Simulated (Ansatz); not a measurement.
Born–Oppenheimer molecular dynamics of BClH4O (7 atoms, charge 0, multiplicity 1). It starts at the highest image of a converged band, a first-order saddle point between two minima.

These are results of Ansatz, RKS B3LYP/def2-SVPD, not measurements.

```yaml
ensemble: NVE (velocity Verlet)
time_step: 0.5 fs
steps_asked: 200
starting_velocities_drawn_for: 300 K
seed: 8471
```

First frame:

```xyz
7
Properties=species:S:1:pos:R:3
B 0.116 0.275 0.099
H -0.134 -0.367 1.263
Cl 1.700 -0.348 -0.544
H -0.853 0.155 -0.594
O 0.237 1.672 0.766
H 1.165 1.939 0.840
H 0.028 0.637 1.468
```

How far do the bonds stretch over the last three quarters of this one trajectory? (Pairs bonded in most of those frames.)


```
  bond  mean (Å)  spread (Å)  shortest  longest
B1–Cl3     1.794       0.036      1.75     1.86
 B1–H4     1.200       0.012      1.18     1.23
 B1–O5     1.354       0.059      1.26     1.44
 H2–H7     0.769       0.040      0.71     0.82
 O5–H6     0.968       0.003      0.96     0.97
```

Mean temperature of the second half: 2922 K. The conserved energy stayed within 0.32 meV per atom of its start (net change -0.04 meV per atom), so the integration is sound. The kinetic energy rose, since the run started high on the potential surface and went downhill. It ends in pieces (BClH2O + H2), so much of that is their flight and rotation, not heat. A run of 0.1 ps of so small a system gives no equilibrium averages. The orbitals stay closed-shell, which can raise the energy where a bond breaks towards radicals; this wasn't checked here.

Run time: 4 min on 2 threads of Arm Neoverse V2, on a shared host, peak memory 0.24 GiB.
